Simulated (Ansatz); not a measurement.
# r2SCAN/aug-cc-pVDZ run of CH2AlN (SMILES N#[C][AlH2])

What is the energy change on altering one bond length of CH2AlN at r2SCAN/aug-cc-pVDZ? 

The calculation is run with Ansatz 0.2.0.

69 further runs of the same task are left out: 69 set aside as unsound or not needed.

### Step 1. Starting point

CH2AlN has 5 atoms, charge 0, and is taken as a singlet. As SMILES, `N#[C][AlH2]`. The coordinates come from a PBE0-D4/def2-TZVP relaxation.

Bond lengths: N1–C2 1.154 Å, C2–Al3 1.938 Å, Al3–H4 1.573 Å, Al3–H5 1.572 Å. Angles: N1–C2–Al3 180.0°, C2–Al3–H4 117.0°, C2–Al3–H5 117.0°, H4–Al3–H5 126.1°.

### Step 2. The energy at r2SCAN/aug-cc-pVDZ

Contents of in.yaml:

```yaml
crystal:
  periodic: [false, false, false]
  atoms:
    - {symbol: "N", position_ang: [1.382300, -1.346000, 1.394200]}
    - {symbol: C, position_ang: [0.714200, -0.698000, 0.711800]}
    - {symbol: Al, position_ang: [-0.407200, 0.390000, -0.434600]}
    - {symbol: H, position_ang: [-1.629700, -0.322900, -1.120200]}
    - {symbol: H, position_ang: [-0.009700, 1.903200, -0.592600]}
basis:
  gaussian:
    orbitals: aug-cc-pVDZ
hamiltonian:
  xc: r2scan
accuracy: high
output: {orbitals: {seedname: orbitals}}
```

Launch:

```console
$ ansatz run in.yaml --threads 1 --pin off --max-ram 3480MiB --events-out events.jsonl --progress --plain --runs-dir runs
```

What it wrote:

```text
Warning: RAYON_NUM_THREADS=1 ignored (pool sized by the plan → 1); use --threads N
Functional definition: r2SCAN
  name "r2SCAN"
  parameter k0 = 0.174
  parameter k1 = 0.065
  parameter a1 = 4.9479
  exchange = r2scan_x(k0 = k0, k1 = k1, a1 = a1)
  correlation = r2scan_c
1733 factors; integrals over basis functions are off by at most 3.3e-9 eV
mean field evaluation 1: about -9148.9145 eV, gradient 4.2e1 eV
mean field evaluation 2: about -9133.6066 eV, gradient 8.3e1 eV
mean field evaluation 4: about -9153.3993 eV, gradient 8.2e0 eV
mean field evaluation 8: about -9153.5630 eV, gradient 4.3e-2 eV
mean field evaluation 16: about -9153.5630 eV, gradient 9.3e-7 eV
mean field -9153.56303850 eV, -336.3872371571 hartree, gradient 2.6e-8 eV, S^2 0.000000; 0 other end points of the search recorded, 0 dependent functions left out
reference -9153.56304366 eV, -336.3872373466 hartree; 14, 14 occupied and 77, 77 virtual orbitals, 1733 factors
Total energy: -9153.56304366 eV, -336.3872373466 hartree
```

Wall time 8.1 s (1 thread of Arm Neoverse V2, shared host); peak memory 0.26 GiB.

### Step 3. The distorted shape

Contents of run.yaml:

```yaml
crystal:
  periodic: [false, false, false]
  atoms:
    - {symbol: N, position_ang: [2.727972, -2.651593, 2.769872]}
    - {symbol: C, position_ang: [2.059872, -2.003593, 2.087472]}
    - {symbol: Al, position_ang: [-0.407200, 0.390000, -0.434600]}
    - {symbol: H, position_ang: [-1.629700, -0.322900, -1.120200]}
    - {symbol: H, position_ang: [-0.009700, 1.903200, -0.592600]}
basis:
  gaussian: {orbitals: aug-cc-pVDZ}
hamiltonian: {xc: r2scan}
accuracy: high
output: {orbitals: {seedname: orbitals}}
```

Launch:

```console
$ ansatz run run.yaml --threads 1 --pin off --max-ram 3480MiB --events-out events.jsonl --progress --plain --runs-dir runs
```

What it wrote:

```text
Warning: RAYON_NUM_THREADS=1 ignored (pool sized by the plan → 1); use --threads N
[... 7 set-up lines as earlier in the session ...]
1722 factors; integrals over basis functions are off by at most 3.5e-9 eV
mean field evaluation 1: about -9140.1680 eV, gradient 5.3e1 eV
mean field evaluation 2: about -8864.2489 eV, gradient 1.5e2 eV
mean field evaluation 4: about -9133.1065 eV, gradient 3.9e1 eV
mean field evaluation 8: about -9140.5828 eV, gradient 3.4e1 eV
mean field evaluation 16: about -9149.0651 eV, gradient 1.9e-3 eV
mean field -9149.06511104 eV, -336.2219413715 hartree, gradient 2.3e-8 eV, S^2 0.000000; 0 other end points of the search recorded, 0 dependent functions left out
reference -9149.06511417 eV, -336.2219414866 hartree; 14, 14 occupied and 77, 77 virtual orbitals, 1722 factors
Total energy: -9149.06511417 eV, -336.2219414866 hartree
```

Wall time 9.3 s (1 thread of Arm Neoverse V2, shared host); peak memory 0.25 GiB.

### Step 4. What came out

Level: r2SCAN/aug-cc-pVDZ.

```
                                                          quantity          value
                                         first shape: total energy  -336.38724 Eh
                                          first shape: HOMO energy       -8.26 eV
                                          first shape: LUMO energy       -3.13 eV
                                        first shape: HOMO–LUMO gap        5.13 eV
                                     distorted shape: total energy  -336.22194 Eh
                                      distorted shape: HOMO energy       -6.25 eV
                                      distorted shape: LUMO energy       -5.43 eV
                                    distorted shape: HOMO–LUMO gap        0.82 eV
energy change with the C2–Al3 bond stretched from 1.938 to 4.263 Å       4.498 eV
```

**Reading.** With the C2–Al3 bond stretched from 1.938 to 4.263 Å the energy rises by 4.50 eV (104 kcal/mol). The first shape isn't relaxed at this level, so the change isn't measured from a minimum.
